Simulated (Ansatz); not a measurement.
Ideal-gas functions of `F/C=C1\CS1` at 600 K and 1 bar, from an Ansatz frequency run at PBE0-D4/def2-TZVP.

Molar mass 90.12 g/mol, point group Cs (symmetry number 1), electronic degeneracy 1, moments of inertia 37.261, 220.934, 254.791 u Å². Harmonic wavenumbers (cm⁻¹, unscaled): 191, 233, 383, 443, 635, 827, 870, 914, 972, 1036, 1062, 1179, 1360, 1465, 1838, 3127, 3216, 3237.

Use S(trans) = R[1.5 ln M + 2.5 ln T − 1.1517]; rotational temperatures θ = 24.2544 K / I; S(rot) = R[ln(√π/σ · √(T³/θAθBθC)) + 1.5]; for each mode x = 1.438777 ν̃/T, S = R[x/(eˣ − 1) − ln(1 − e⁻ˣ)] and H = RT x/(eˣ − 1); 1 cm⁻¹ = 0.0119627 kJ/mol; R = 8.31446 J/(mol·K).

**Question.** By hand: the entropy, in J/(mol·K).

**Answer.** Translation 179.5. Rotation: θ = 0.6509, 0.1098, 0.0952 K, giving 117.8. Vibration, mode by mode: 14.88, 13.26, 9.31, 8.19, 5.58, 3.86, 3.56, 3.28, 2.94, 2.60, 2.48, 1.99, 1.41, 1.15, 0.55, 0.04, 0.03, 0.03, in all 75.1. Electronic 0.0. Sum 372.4 J/(mol·K).

**Question.** By hand: H − E and G − E in kJ/mol, counted from the electronic energy.

**Answer.** Zero-point energy ½ × 22988 × 0.0119627 = 137.5; thermal vibration 25.9; translation, rotation and pV give 4 RT = 20.0. H − E = 183.4 kJ/mol, and G − E = 183.4 − 600 × 372.4/1000 = -40.0 kJ/mol.

Vibration gives 20 % of the entropy.
